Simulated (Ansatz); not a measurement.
# Molecular dynamics, step by step

CH₂Li₂, singlet, PBE0-D4/def2-SVP (Ansatz 0.2.0). Settings (timestep in fs, temperature in K; T counts 9 degrees of freedom):

```yaml
hamiltonian: {xc: pbe0, dispersion: d4}
md: {n_steps: 30, timestep: 0.25, temperature: 100, ensemble: nve, seed: 513, initial_velocities: maxwell_boltzmann}
```

Start:

| atom | x (Å) | y (Å) | z (Å) |
| --- | --- | --- | --- |
| Li1 | -0.7563 | -1.0208 | 1.2214 |
| C2 | -0.1047 | 0.1630 | -0.1057 |
| Li3 | 1.6896 | -0.4148 | -0.2706 |
| H4 | -0.1745 | 1.2122 | 0.2042 |
| H5 | -0.6541 | 0.0604 | -1.0493 |

```
step  time (fs)  potential energy less the start (meV)  kinetic energy (meV)  T (K)
   0       0.00                                    0.0                  38.8    100
   2       0.50                                    1.7                  37.1     96
   4       1.00                                    2.1                  36.7     95
   6       1.50                                    1.4                  37.4     96
   8       2.00                                    0.1                  38.7    100
  10       2.50                                   -1.0                  39.8    103
  12       3.00                                   -1.3                  40.1    103
  14       3.50                                   -0.5                  39.2    101
  16       4.00                                    1.5                  37.2     96
  18       4.50                                    4.3                  34.5     89
  20       5.00                                    7.1                  31.7     82
  22       5.50                                    9.3                  29.5     76
  24       6.00                                   10.3                  28.5     73
  26       6.50                                    9.9                  28.9     74
  28       7.00                                    8.1                  30.7     79
  30       7.50                                    5.4                  33.4     86
```

Step 8, positions (Å) and forces (eV/Å):

```
atom       x       y       z      Fx      Fy      Fz
 Li1  -0.751  -1.023   1.224  -0.375  -0.165   0.290
  C2  -0.105   0.165  -0.114   0.169  -0.033   0.326
 Li3   1.686  -0.416  -0.264   0.525   0.011  -0.218
  H4  -0.161   1.213   0.234  -0.047   0.190   0.021
  H5  -0.669   0.064  -1.048  -0.272  -0.003  -0.419
```

Step 14, positions (Å) and forces (eV/Å):

| atom | x | y | z | Fx | Fy | Fz |
| --- | --- | --- | --- | --- | --- | --- |
| Li1 | -0.749 | -1.025 | 1.228 | -0.368 | -0.138 | 0.255 |
| C2 | -0.105 | 0.166 | -0.119 | -0.008 | 0.213 | 0.181 |
| Li3 | 1.685 | -0.417 | -0.260 | 0.519 | 0.012 | -0.224 |
| H4 | -0.152 | 1.219 | 0.257 | -0.078 | -0.188 | -0.175 |
| H5 | -0.687 | 0.066 | -1.057 | -0.065 | 0.101 | -0.036 |

Step 20, positions (Å) and forces (eV/Å):

| atom | x | y | z | Fx | Fy | Fz |
| --- | --- | --- | --- | --- | --- | --- |
| Li1 | -0.748 | -1.028 | 1.232 | -0.356 | -0.107 | 0.212 |
| C2 | -0.105 | 0.167 | -0.125 | -0.190 | 0.315 | -0.023 |
| Li3 | 1.686 | -0.418 | -0.256 | 0.494 | 0.016 | -0.229 |
| H4 | -0.144 | 1.221 | 0.276 | -0.112 | -0.407 | -0.314 |
| H5 | -0.706 | 0.071 | -1.067 | 0.164 | 0.184 | 0.354 |

Last step (30):

| atom | x (Å) | y (Å) | z (Å) |
| --- | --- | --- | --- |
| Li1 | -0.7486 | -1.0327 | 1.2401 |
| C2 | -0.1062 | 0.1708 | -0.1334 |
| Li3 | 1.6900 | -0.4193 | -0.2518 |
| H4 | -0.1378 | 1.2060 | 0.2930 |
| H5 | -0.7292 | 0.0869 | -1.0663 |

Hardware: 2 CPU threads of an Arm Neoverse V1, shared host. Wall time about 16 s.
